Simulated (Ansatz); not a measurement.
# BNH2 (SMILES B[N]): methods side by side

The species is BNH2 (4 atoms), meant as a triplet with charge 0. As SMILES, `B[N]`. The shape is that of a GFN2-xTB optimisation.

```xyz
4

B    -0.0357    0.0066   -0.0239
N     1.0418   -0.1917    0.6977
H    -1.0569   -0.4740    0.3346
H     0.0509    0.6591   -1.0083
```

Quantity: the energy change with the B1–H4 bond stretched from 1.184 to 1.776 Å, in eV. The values are calculated.

```tsv
level	kind	program	value (eV)	less FCI/STO-3G	CPU time (all runs)
USVWN5/STO-3G	LDA	Ansatz	2.06	+0.03	2.4 s
UB3LYP/STO-3G	global hybrid	Ansatz	2.24	+0.21	3.4 s
UCAM-B3LYP/STO-3G	range-separated hybrid	Ansatz	2.40	+0.37	3.1 s
UHSE06/STO-3G	range-separated hybrid	Ansatz	2.36	+0.33	7.1 s
UB2PLYP/STO-3G	double hybrid	Ansatz	2.41	+0.38	2.8 s
UCCSD(T)/STO-3G	coupled cluster or CI	Ansatz	2.13	+0.10	0.49 s
UCCSDT(Q)/STO-3G	coupled cluster or CI	Ansatz	2.12	+0.09	2.9 s
UCCSDT/STO-3G	coupled cluster or CI	Ansatz	2.12	+0.09	1.5 s
FCI/STO-3G	exact in the basis	Ansatz	2.03	0.00	1.1 s
```

FCI/STO-3G is exact within its basis and frozen core, so for wave-function methods in that basis the difference is their error; functionals converge differently with the basis, so for them it is only a difference. The first shape isn't each level's own minimum. The values span 2.03 to 2.41 eV. Spin contamination of the reference (⟨S²⟩ at least 0.1 too high) touches UCCSD(T)/STO-3G, UCCSDT(Q)/STO-3G, UCCSDT/STO-3G. All rows use very small basis sets, so none should be taken for the real molecule's value. In so small a basis fixed costs decide the times, and correlated methods can beat functionals. CPU times are rough (shared hosts, several kinds of processor and program).
